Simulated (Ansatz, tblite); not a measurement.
Cost and result up the ladder for Mg3H6 (9 atoms). Charge 0, multiplicity 1. Geometry: r2SCAN-D4/def2-TZVP.

Cartesian coordinates in Å:
```
Mg 0.5313 -1.3068 0.7522
Mg -1.3451 -0.4360 -0.8519
Mg 1.0185 1.2394 0.3894
H 1.8196 -0.2798 1.3959
H -2.6226 -0.0163 -1.8945
H -0.8284 -2.1568 0.0055
H 1.4593 2.8768 0.2490
H -0.6777 0.2961 0.8906
H 0.6451 -0.2165 -0.9362
```

Ansatz on 4 threads of Arm Neoverse V2 on a shared host; xTB runs through tblite on one thread. Times are rough, summed over both states, and most runs start from the orbitals of an earlier one. PBE0-D4/def2-TZVP serves as the yardstick here, not as an exact answer. The other state is a triplet.

The xTB rows come from tblite. HOMO above LUMO, or a gap near zero within one spin, warns that the state may not be the lowest or that an electron is smeared out. The structure comes from a short search, and lower isomers may exist.

Run but left out: PBE-D4/def2-TZVP (triplet: an occupied level 0.03 eV above an empty one).

xTB has no spin-polarisation term.

```csv
level,functions,wall time
GFN1-xTB,24,0.004 s
GFN2-xTB,33,0.01 s
PBE0-D4/def2-TZVP,132,3.9 s
r2SCAN-D4/def2-TZVP,132,6 s
```

(1) Estimate what each level gives for the vertical triplet (eV).

## Answers

(1) 
| level | vertical triplet (eV) | difference from PBE0-D4/def2-TZVP (eV) | remarks |
| --- | --- | --- | --- |
| GFN1-xTB | 4.41 | -0.35 | – |
| GFN2-xTB | 4.04 | -0.72 | – |
| PBE0-D4/def2-TZVP | 4.76 | 0.00 | – |
| r2SCAN-D4/def2-TZVP | 4.44 | -0.31 | gap within one spin near zero (triplet) |
